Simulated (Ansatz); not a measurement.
Rutile MnF2, treated with B3LYP (VWN-RPA form) (Ansatz, a program for electronic structure, PAW).

Run with plane-wave cutoff 460 eV, 6×6×8 k mesh (along the axes of the cell as run), Fermi–Dirac smearing 0.01 eV, spin-polarised with opposed moments, scalar-relativistic PAW data made under PBE.

Cell (measured lattice):

```
MnF2
1.0
    4.87380     0.00000     0.00000
    0.00000     4.87380     0.00000
    0.00000     0.00000     3.31070
Mn F
2 4
Direct
  0.00000   0.00000   0.00000
  0.50000   0.50000   0.50000
  0.30390   0.30390   0.00000
  0.80390   0.19610   0.50000
  0.19610   0.80390   0.50000
  0.69610   0.69610   0.00000
```
Starting moments (μB, in the order of the record's atoms Mn Mn F F F F): 5.0 -5.0 0.0 0.0 0.0 0.0.

Task: Estimate the band gap, smallest direct gap on the k points sampled and magnetic moment (largest site, within a sphere) that the calculation returns.

Result: 
- band gap = 4.90 eV (on the SCF k mesh) (indirect)
- smallest direct gap on the k points sampled = 4.95 eV
- magnetic moment (largest site, within a sphere) = 4.24 μB

Measured, for comparison: band gap 9.9 eV (temperature not stated, not corrected to a static lattice, the source doubts the polymorph; as tabulated in Das and Bazhirov (2019), arXiv:1808.05325). Computed (rounded) less measured: band gap not scored (a reference that its source doubts or gives as a wide range).

Note: cell and atoms aren't relaxed at this level (pressure 2.5 GPa).

Moments are spin moments.

Computed values are for the static lattice.

Cost on a shared machine: very roughly 21 core-minutes.
